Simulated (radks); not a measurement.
# S²⁺ in [Ne] 3s1 3p2 4p1: an all-electron calculation

The task here is to estimate one member of a computed series from the others.

Program: radks (a radial shooting solver on a logarithmic mesh, Libxc functionals) version 1. Level of theory: scalar-relativistic Kohn-Sham, LDA (Slater exchange, Perdew-Wang correlation), spin-unpolarised, spherical densities, point nucleus. These are calculated values, not measurements, unless marked.

## The atom as given

| Item | Value |
| --- | --- |
| element | sulfur (Z = 16) |
| charge | +2 |
| electrons | 14 |
| configuration | [Ne] 3s1 3p2 4p1 |

The outer shells:

S²⁺
```
[Ne] core
3s [↑ ]
3p [↑ ][↑ ][  ]
4p [↑ ][  ][  ]
```

Set-up of the first run:

Input:

```text
Z 16
configuration [Ne] 3s1 3p2 4p1
relativity scalar-relativistic
functional lda,pw
spin unpolarised
nucleus point
c 137.035999084
```

One of the session's tables, all rows but one given; the rest of the session is left out.

It belongs to the step «Radial structure». Radial moments (bohr):

| level | <r> | outermost maximum (interpolated) | 90 % within | nodes |
| --- | --- | --- | --- | --- |
| 1s | 0.09714 | 0.0635 | 0.174 | 0 |
| 2s | 0.4798 | 0.389 | 0.752 | 1 |
| 2p | 0.4417 | 0.325 | 0.736 | 0 |
| 3s | 1.525 | 1.34 | 2.27 | 2 |
| 3p | 1.676 | 1.44 | 2.54 | 1 |
| 4p | ? | ? | ? | ? |

Estimate the missing values for 4p.

The run gave: <r>: 4.215; outermost maximum (interpolated): 3.96; 90 % within: 6.05; nodes: 2. In the column «<r>» it is the highest.
